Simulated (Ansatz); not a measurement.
Potential energy curve for H2, singlet.

- UHF/cc-pVQZ (Ansatz, a first-principles code)
- UKS-CAM-B3LYP = Ansatz with unrestricted CAM-B3LYP/cc-pVQZ
- FCI = full CI/cc-pVQZ, frozen core run with Ansatz

Energies relative to the lowest point of each curve near equilibrium, in kcal/mol:

```csv
R / Å,UHF,UKS-CAM-B3LYP
0.60,10.9,12.0
0.65,3.8,4.6
0.70,0.5,0.9
0.80,1.7,1.1
0.82,2.8,2.0
0.92,10.9,9.1
1.01,20.6,17.8
1.33,58.1,54.0
1.50,69.3,72.1
1.67,75.7,85.3
2.64,83.5,107.3
2.98,83.7,108.4
```

Question: What does FCI give at the same points?

Answer: 0.60: 11.6; 0.65: 4.3; 0.70: 0.8; 0.80: 1.2; 0.82: 2.1; 0.92: 9.2; 1.01: 17.7; 1.33: 51.2; 1.50: 66.7; 1.67: 79.3; 2.64: 106.9; 2.98: 108.3 (kcal/mol).

The unrestricted determinant behind UHF is spin-contaminated at 1.23 to 2.98 Å (<S²> up to 1.0, against 0.00 for a pure singlet). The unrestricted determinant behind UKS-CAM-B3LYP is spin-contaminated at 1.50 to 2.98 Å (<S²> up to 1.0, against 0.00 for a pure singlet).
